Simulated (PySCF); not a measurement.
Gas-phase reaction: PH₂ + H = PH₃

Computed with PySCF (xtb for GFN2) and rigid-rotor harmonic-oscillator thermochemistry at 1 bar. † marks an energy on the PBE0/def2-TZVP geometry and frequencies; other levels use their own. 6-31G* has spherical d functions here. Open shells (unrestricted): PH₂ (multiplicity 2), H (multiplicity 2); the rest are closed-shell singlets. GFN2 has no spin-polarisation term. B3LYP is the form with VWN-RPA correlation. PH₂: computed as isolated molecules; such fragments, hydroxides, amides, oligomers or adducts are transient or little studied in the gas. The harmonic model lacks anharmonicity and excited electronic states, which grow with temperature; levels with a mode under 35 cm⁻¹ are left out.

ΔH° and ΔS° at 298 K: B3LYP/6-31G* -335 kJ, -117 J/K; B3LYP/def2-TZVP† -339 kJ, -117 J/K; BLYP/def2-TZVP† -334 kJ, -117 J/K; GFN2-xTB -399 kJ, -117 J/K.

### Question
With the heat capacities included, give log10 K (1 bar) at 800, 1000, 1400, 1800, 2500 K from B3LYP/6-31G*, B3LYP/def2-TZVP†, BLYP/def2-TZVP†, GFN2-xTB.

### Answer
```csv
T (K),B3LYP/6-31G*,B3LYP/def2-TZVP†,BLYP/def2-TZVP†,GFN2-xTB
800,15.4,15.7,15.4,19.6
1000,11.0,11.2,11.0,14.3
1400,5.9,6.1,5.9,8.3
1800,3.0,3.2,3.0,4.9
2500,0.3,0.4,0.3,1.6
```
